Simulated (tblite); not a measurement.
Species: C5H6F (doublet state).
Cartesian coordinates in Å at the GFN2-xTB level; atoms count from 1:
```xyz
12
C5H6F angstrom
C     -1.3991    0.8798   -0.5027
C     -0.7262   -0.1373    0.4053
F     -0.9650   -1.4281   -0.1291
C      0.7338    0.1032    0.5310
C      1.8393   -0.8257    0.7743
C      1.8319   -0.1967   -0.3923
H     -1.2854    1.8733   -0.0794
H     -2.4568    0.6501   -0.6027
H     -0.9380    0.8556   -1.4873
H     -1.1985   -0.1632    1.3960
H      2.2889   -1.5500    1.4093
H      2.2765   -0.0616   -1.3484
```

Computed values, GFN2-xTB/tblite, gas phase, harmonic and unscaled. This tight-binding method is rough: wavenumbers can miss measured ones by several per cent, in bad cases by 10 to 20. One conformer, not necessarily the lowest. Open shells enter through the occupations alone, without spin polarisation, and single modes of such species can be off by tens of per cent.

Harmonic wavenumbers (cm⁻¹): 48.3, 163.8, 188.8, 213.0, 355.7, 469.5, 578.3, 649.3, 712.9, 768.5, 773.5, 809.7, 917.7, 921.8, 1025.4, 1067.9, 1108.1, 1266.4, 1277.3, 1384.0, 1392.7, 1472.7, 1483.8, 1710.5, 2901.0, 3044.5, 3047.5, 3057.0, 3208.5, 3233.6.

A = 6751, B = 2793, C = 2347 MHz; mass 85.045 u (most abundant isotopes); point group C1, symmetry number 1; spin multiplicity 2.

Problem. What is the zero-point energy?

Solution. Half the sum of the wavenumbers: 19626 cm⁻¹ = 56.11 kcal/mol.

Problem. What is S at 350 K and 1 bar for an ideal gas of classical rigid rotors and harmonic oscillators?

Solution. Translation 40.06, rotation 26.87, vibration 19.07, spin (R ln 2) 1.38: S = 87.4 cal/(mol K).

Problem. And Cp and H(350 K) − H(0)?

Solution. Cp = 29.11 cal/(mol K), of which vibrations give 21.16 (their classical limit is 30 R = 59.6); H(350 K) − H(0) = 6.36 kcal/mol without the zero-point energy, 3.58 from vibrations.

Problem. What must be added to the electronic energy to get the Gibbs energy at 350 K and 1 bar?

Solution. ZPE + [H(350 K) − H(0)] − T·S = 56.11 + 6.36 − 30.58 = 31.89 kcal/mol.

Problem. Blend soft modes into free rotors: weight 1/[1 + (100 cm⁻¹/ν̃)⁴] for the oscillator and the rest for a rotor with moment μB/(μ + B), μ = h/(8π²ν), B = 10⁻⁴⁴ kg m². What vibrational entropy results?

Solution. 17.64 cal/(mol K) in place of 19.07, which changes −T·S at 350 K by +0.50 kcal/mol.

Problem. How do the functions run with temperature in this model?

Solution. 
```tsv
T (K)	S (cal/(mol K))	Cp (cal/(mol K))	H − H(0) (kcal/mol)	G − H(0) (kcal/mol)	ln q(vib)
150	68.9	16.5	1.81	-8.52	1.60
250	78.7	22.7	3.76	-15.91	3.01
298.15	83.0	25.8	4.93	-19.81	3.70
400	91.5	32.0	7.89	-28.69	5.19
600	106.3	41.2	15.28	-48.51	8.16
900	124.8	49.7	29.03	-83.27	12.41
```

q(vib) and H(0) count from the zero-point level.

Problem. Which modes carry the vibrational entropy at 350 K?

Solution. 48.3 cm⁻¹: 5.20; 163.8 cm⁻¹: 2.81; 188.8 cm⁻¹: 2.54; 213.0 cm⁻¹: 2.31; 355.7 cm⁻¹: 1.40; 469.5 cm⁻¹: 0.96 cal/(mol K); the other 24 give 3.84 together.

Hindered rotation and anharmonicity are outside this model. Other conformers, if any are populated, would add a mixing term that is left out. The structure is chiral; the term R ln 2 for an equal mix with its mirror image is left out.
